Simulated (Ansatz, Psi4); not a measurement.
Exact exchange and the HOMO–LUMO gap of [NH4]+ (ammonium)

[NH4]+ has 5 atoms, charge +1, and is taken as a singlet. SMILES: `[NH4+]`. The coordinates come from a PBE0-D4/def2-TZVP relaxation.

The HOMO–LUMO gap y, in eV, basis def2-TZVPP; a is the functional's share of exact exchange. Programs: Ansatz 0.2.0, Psi4 1.11.

| functional | program | a | y (eV) |
| --- | --- | --- | --- |
| revPBE | Psi4 | 0 | 14.20 |
| r2SCAN | Ansatz | 0 | 15.77 |
| TPSSh | Psi4 | 0.1 | ? |
| B3LYP | Ansatz | 0.2 | 16.16 |
| PBE0 | Ansatz | 0.25 | 16.92 |
| r2SCAN0 | Ansatz | 0.25 | 17.97 |
| BHLYP | Ansatz | 0.5 | 19.15 |

Problem. Fit y = c + s·a to the known rows and predict TPSSh.

Solution. 
1. Means of the 6 rows: a = 0.2000, y = 16.695.
2. Σ(Δa)² = 0.175, Σ(Δa·Δy) = 1.4955, so the slope is 1.4955/0.175 = 8.5457.
3. Intercept: 16.695 − (8.5457) × 0.2000 = 14.986. The largest residual of the fit is 0.85.
4. TPSSh: 14.986 + (8.5457) × 0.1 = 15.84 eV.

The run gave 15.69 eV, so the prediction is off by +0.15 eV, within the largest residual. Exact exchange lowers occupied levels and raises empty ones. The rows mix families of semi-local functionals, which the line can't see.
